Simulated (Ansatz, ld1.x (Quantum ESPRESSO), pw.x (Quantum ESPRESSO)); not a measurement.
## What a changed setting does to a pw.x run (bcc Nb)

Potential: PAW, ld1.x (Quantum ESPRESSO) 7.5, PBE; core [Ar] 3d10, reference 4s2 4p6 4d4 5s1 5p0; waves: 4s (bound): rcut 1.50, rcutus 1.80 bohr; 5s (bound): rcut 1.50, rcutus 1.80 bohr; 4p (bound): rcut 2.05, rcutus 2.40 bohr; 5p (bound, empty): rcut 2.05, rcutus 2.40 bohr; 4d (bound): rcut 1.75, rcutus 2.35 bohr; 4d channel at 2.7 Ry: rcut 1.75, rcutus 2.35 bohr; local part: all-electron potential smoothed inside 1.80 bohr (lloc = -2); core correction: a·sin(br)/r model core inside 1.76 bohr; augmentation: PSQ, inside the norm-conserving radii.

The reference run (k-mesh 14³, cutoffs 45/360 Ry, Fermi–Dirac 0.01 Ry, mixing_beta 0.4, conv_thr 1e-9, no spin) gives 1.71 GPa at 18.179 Å³/atom, where all-electron LAPW gives 0.16 GPa. This run, with its own iteration cap, changes mixing_mode to TF.

```
&control
  calculation='scf', prefix='x', pseudo_dir='./', outdir='./tmp', tstress=.true., disk_io='none'
/
&system
  ibrav=0, nat=1, ntyp=1, ecutwfc=45, ecutrho=360, nbnd=14,
  occupations='smearing', smearing='fd', degauss=0.01
/
&electrons
  conv_thr=1e-09, mixing_beta=0.4, electron_maxstep=70, mixing_mode='TF'
/
ATOMIC_SPECIES
Nb 1.0 Nb.UPF
CELL_PARAMETERS angstrom
  -1.65641822 1.65641822 1.65641822
  1.65641822 -1.65641822 1.65641822
  1.65641822 1.65641822 -1.65641822
ATOMIC_POSITIONS crystal
Nb 0.0000 0.0000 0.0000
K_POINTS automatic
14 14 14 0 0 0
```

```bash
pw.x < Nb.scf.in > Nb.scf.out
```

Q: How does the run end?

A: It converges in 66 iterations; the free energy moves by +110.8 meV/atom and the pressure by -0.15 GPa.

```
Message from routine setup:
     using ibrav=0 with symmetry is DISCOURAGED, use correct ibrav instead
     lattice parameter (alat)  =       5.4216  a.u.
     unit-cell volume          =     122.6780 (a.u.)^3
     number of electrons       =        13.00
     number of Kohn-Sham states=           14
     kinetic-energy cutoff     =      45.0000  Ry
     charge density cutoff     =     360.0000  Ry
     scf convergence threshold =      1.0E-09
     Exchange-correlation= SLA  PW   PBX  PBC
     number of k points=   104  Fermi-Dirac smearing, width (Ry)=  0.0100
     iteration #  1     ecut=    45.00 Ry     beta= 0.40
     total energy              =    -334.28317083 Ry
     estimated scf accuracy    <       0.13343866 Ry
     iteration #  2     ecut=    45.00 Ry     beta= 0.40
     negative rho (up, down):  2.314E-03 0.000E+00
     total energy              =    -334.25516383 Ry
     estimated scf accuracy    <       0.07474961 Ry
     iteration #  3     ecut=    45.00 Ry     beta= 0.40
     negative rho (up, down):  4.044E-03 0.000E+00
     total energy              =    -334.26276673 Ry
     estimated scf accuracy    <       0.00128650 Ry
     iteration #  4     ecut=    45.00 Ry     beta= 0.40
     negative rho (up, down):  3.337E-03 0.000E+00
     total energy              =    -334.26496366 Ry
     estimated scf accuracy    <       0.00128599 Ry
     iteration #  5     ecut=    45.00 Ry     beta= 0.40
     negative rho (up, down):  7.409E-03 0.000E+00
     total energy              =    -334.26152270 Ry
     estimated scf accuracy    <       0.00360837 Ry
     iteration #  6     ecut=    45.00 Ry     beta= 0.40
     negative rho (up, down):  9.047E-03 0.000E+00
     total energy              =    -334.26155152 Ry
     estimated scf accuracy    <       0.00160618 Ry
     [... 54 iterations left out ...]
     iteration # 61     ecut=    45.00 Ry     beta= 0.40
     negative rho (up, down):  1.067E-02 0.000E+00
     total energy              =    -334.25990042 Ry
     estimated scf accuracy    <          2.2E-09 Ry
     iteration # 62     ecut=    45.00 Ry     beta= 0.40
     negative rho (up, down):  1.067E-02 0.000E+00
     total energy              =    -334.25990135 Ry
     estimated scf accuracy    <       0.00000001 Ry
     iteration # 63     ecut=    45.00 Ry     beta= 0.40
     negative rho (up, down):  1.067E-02 0.000E+00
     total energy              =    -334.25990276 Ry
     estimated scf accuracy    <       0.00000004 Ry
     iteration # 64     ecut=    45.00 Ry     beta= 0.40
     negative rho (up, down):  1.067E-02 0.000E+00
     total energy              =    -334.25990056 Ry
     estimated scf accuracy    <       0.00000009 Ry
     iteration # 65     ecut=    45.00 Ry     beta= 0.40
     negative rho (up, down):  1.067E-02 0.000E+00
     total energy              =    -334.25989948 Ry
     estimated scf accuracy    <       0.00000001 Ry
     iteration # 66     ecut=    45.00 Ry     beta= 0.40
     negative rho (up, down):  1.067E-02 0.000E+00
     the Fermi energy is    17.7601 ev
!    total energy              =    -334.25990265 Ry
     estimated scf accuracy    <          8.4E-10 Ry
     smearing contrib. (-TS)   =      -0.00644990 Ry
     convergence has been achieved in  66 iterations
     negative rho (up, down):  1.067E-02 0.000E+00
          total   stress  (Ry/bohr**3)                   (kbar)     P=       15.62
     Message from routine punch:
     Nothing written, as per user request (disk_io='none')
```

The run took about 1.8 min on one core of a shared host (AMD EPYC 7R43 64-Core Processor, 256 threads, 1004 GiB, load 60).
